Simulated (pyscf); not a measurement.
Structures and frequencies: ωB97X-D3(BJ)/def2-SVP in PySCF.

SMILES: C(F)(Cl)(F)C(F)(F)Cl
```xyz
8

F      0.2396     0.7829     1.2774
C      0.2543    -0.5115     0.9595
F      0.5841    -1.2165     2.0414
Cl     1.4287    -0.7976    -0.3183
C     -1.1651    -0.9355     0.4908
F     -1.1504    -2.2300     0.1733
F     -1.4947    -0.2308    -0.5913
Cl    -2.3396    -0.6490     1.7684
```

Q: What is the homolytic dissociation enthalpy (298 K, ωB97M-D3(BJ)/def2-TZVP) of the C–Cl bond of F–C(F)(Cl)–C(F)(F)–Cl (SMILES FC(F)(Cl)C(F)(F)Cl), to F–C•(F)–C(F)(F)–Cl + Cl•?

A: C–Cl to F–C•(F)–C(F)(F)–Cl + Cl•: 3.63 eV. The 7 functionals that were run give +3.38 (B3LYP-D3(BJ)) to +3.65 eV (M06-2X). F–C•(F)–C(F)(F)–Cl lies 0.35 eV over its isomer F–C•(Cl)–C(F)(F)–F, and others may lie lower still (electronic energy, ωB97M-D3(BJ)). Left out: the spin-orbit lowering of Cl.
